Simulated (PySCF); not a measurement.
Identify the compound

Molecular formula: C₄H₇F. Simulated spectra:

1H NMR (400 MHz, computed): δ 6.17 (m, 1H), 5.77 (m, 1H), 5.41 (m, 1H), 5.23 (m, 1H), 1.30 (m, 3H).

13C{1H} NMR (computed): δ 148.5 (CH), 119.2 (CH2), 94.4 (CH), 23.9 (CH3).

PySCF 2.14 calculation with coordinates at the PBE0-D3(BJ)/def2-TZVP level and NMR shieldings at B97-2/pcSseg-2/GIAO; a single conformation, one averaged value for each set of equivalent atoms, no relativistic terms, no solvent model.

Referencing at the same level of theory: 1H (σref 31.64) and 13C (σref 185.38) against TMS.

Question: What is the structure?

Answer: 
- The formula gives 1 degree of unsaturation (no ring in the answer).
- 4 carbon signals for 4 carbons: no two carbons are equivalent.
- Carbon types of the structure: 2 × CH, 1 × CH2, 1 × CH3, which accounts for all hydrogens.
- δC 148.5: alkene CH; as expected for a trigonal carbon in a double bond.
- δC 119.2: terminal =CH2 carbon; an sp2 carbon of a C=C bond.
- δC 94.4: allylic sp3 CH bonded to F; deshielded by the electronegative neighbour.
- δC 23.9: methyl carbon; saturated and bonded to C and H only.
- δH 6.17: hydrogen on an alkene CH; a vinylic proton, deshielded by the sp2 carbon and the C=C anisotropy.
- δH 5.77, 5.41: hydrogen on a terminal =CH2 carbon; attached to an sp2 carbon and in the plane of the double bond.
- δH 5.23: hydrogen on an allylic sp3 CH bonded to F; its carbon carries F, which withdraws density.

These data were computed for CH2=CHCHFCH3.

The data come from this structure; uniqueness wasn't tested.

Splittings by 19F in the carbon and heteronuclear signals aren't shown, as no couplings were computed. Shifts are as computed. Against solution values, carbons near 30 ppm lie about +3 ppm off and those near 130 ppm about +7 ppm. Of 1211 compounds with measured shifts, 218 miss one by over three times the rms of a fit or turn the order of signals round; such compounds aren't used in these exercises. No couplings were computed; multiplicities are counted from neighbouring protons, with m where these are inequivalent, close in shift, in a saturated or five-membered ring or joined by F or P, and br s for small geminal =CH2 splittings.
